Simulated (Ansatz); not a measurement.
Isomers of B₂C⁻ (doublet), relaxed with PBE0-D4/def2-TZVPD; total energies from Ansatz at B2PLYP/def2-TZVPD.

```
isomer                                      description  energy (Eh)
     A          point group D∞h; 2 × B–C 1.37 to 1.42 Å    -87.56663
     B  point group C2v; 2 × B–C 1.40 Å; 1 × B–B 1.75 Å    -87.58252
```

Correlated methods freeze 3 core orbitals.

The isomers come from a short search, and lower ones may exist.

Problem. Work out the relative energies (1 Eh = 2625.5 kJ/mol) and the Boltzmann populations at 500 K from electronic energies alone (R = 8.314 J/mol/K).

Solution. ΔE: A 41.7, B 0.0 kJ/mol. RT = 4.16 kJ/mol. Factors exp(−ΔE/RT): A 4.43e-05, B 1; sum 1.000. Populations: A 0.0 %, B 100.0 %. Zero-point energy, vibrational entropy and symmetry numbers are left out and can shift these; an error of 4 kJ/mol changes a ratio by a factor of 2.6. Over the other density-functional and correlated levels in def2 sets, the gap between B and A ranges from 29 to 51 kJ/mol.
